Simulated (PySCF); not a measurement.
## Fractional electron number in B (boron, neutral)

The 2p alpha orbital of [He] 2s2 2p1 is emptied in steps (occupation f), with all orbitals relaxed, ending at [He] 2s2. All numbers are calculated (PySCF 2.14, no relativity, point nucleus, in aug-cc-pVDZ (4s3p2d, 23 functions)). The exact energy is a straight line in f; departures are measured from the line between the end points of the same method.

```json
{"f": "1", "UHF (eV)": "0.000", "LDA (eV)": "0.000", "PBE (eV)": "0.000", "PBE0 (eV)": "0.000", "r2SCAN (eV)": "0.000", "LC-wPBE (eV)": "0.000", "BHandHLYP (eV)": "0.000", "wB97X (eV)": "0.000", "BLYP (eV)": "0.000", "M06-2X (eV)": "0.000"}
{"f": "0.8", "UHF (eV)": "0.091", "LDA (eV)": "-0.741", "PBE (eV)": "-0.735", "PBE0 (eV)": "-0.532", "r2SCAN (eV)": "-0.673", "LC-wPBE (eV)": "-0.092", "BHandHLYP (eV)": "-0.337", "wB97X (eV)": "-0.129", "BLYP (eV)": "-0.746", "M06-2X (eV)": "-0.366"}
{"f": "0.6", "UHF (eV)": "0.132", "LDA (eV)": "-1.128", "PBE (eV)": "-1.116", "PBE0 (eV)": "-0.803", "r2SCAN (eV)": "-1.012", "LC-wPBE (eV)": "-0.138", "BHandHLYP (eV)": "-0.507", "wB97X (eV)": "-0.195", "BLYP (eV)": "-1.132", "M06-2X (eV)": "-0.566"}
{"f": "0.4", "UHF (eV)": "0.128", "LDA (eV)": "-1.141", "PBE (eV)": "-1.127", "PBE0 (eV)": "-0.806", "r2SCAN (eV)": "-1.012", "LC-wPBE (eV)": "-0.137", "BHandHLYP (eV)": "-0.507", "wB97X (eV)": "-0.195", "BLYP (eV)": "-1.140", "M06-2X (eV)": "-0.580"}
{"f": "0.2", "UHF (eV)": "0.083", "LDA (eV)": "-0.768", "PBE (eV)": "-0.755", "PBE0 (eV)": "-0.538", "r2SCAN (eV)": "-0.675", "LC-wPBE (eV)": "-0.090", "BHandHLYP (eV)": "-0.338", "wB97X (eV)": "-0.129", "BLYP (eV)": "-0.762", "M06-2X (eV)": "-0.391"}
{"f": "0", "UHF (eV)": "0.000", "LDA (eV)": "0.000", "PBE (eV)": "0.000", "PBE0 (eV)": "0.000", "r2SCAN (eV)": "0.000", "LC-wPBE (eV)": "0.000", "BHandHLYP (eV)": "0.000", "wB97X (eV)": "0.000", "BLYP (eV)": "0.000", "M06-2X (eV)": "0.000"}
```

```csv
method,E(f=0) − E(f=1) (eV),−ε at f=1 (eV),−ε at f=0.4 (eV)
UHF,8.043,8.635,7.916
LDA,8.651,4.097,9.543
PBE,8.693,4.168,9.592
PBE0,8.663,5.370,9.323
r2SCAN,8.771,4.580,9.614
LC-wPBE,8.786,8.215,8.909
BHandHLYP,8.595,6.499,9.019
wB97X,8.522,7.720,8.688
BLYP,8.652,4.057,9.572
M06-2X,8.349,6.122,8.774
```

Orbital energy along the path (eV):

```
  f     UHF      LDA      PBE     PBE0   r2SCAN  LC-wPBE  BHandHLYP   wB97X     BLYP   M06-2X
  1  -8.635   -4.097   -4.168   -5.370   -4.580   -8.215     -6.499  -7.720   -4.057   -6.122
0.8  -8.368   -5.814   -5.885   -6.648   -6.237   -8.438     -7.325  -8.032   -5.806   -6.922
0.6  -8.131   -7.638   -7.703   -7.971   -7.923   -8.673     -8.168  -8.357   -7.656   -7.797
0.4  -7.916   -9.543   -9.592   -9.323   -9.614   -8.909     -9.019  -8.688   -9.572   -8.774
0.2  -7.720  -11.502  -11.515  -10.684  -11.299   -9.134     -9.867  -9.013  -11.511   -9.813
  0  -7.540  -13.473  -13.405  -12.011  -12.983   -9.326    -10.695  -9.309  -13.399  -10.819
```

Reference removal energy between the ground levels: 8.298 eV (measured; NIST Atomic Spectra Database, ionization energies). The calculation has no spin-orbit coupling. UHF lacks correlation.
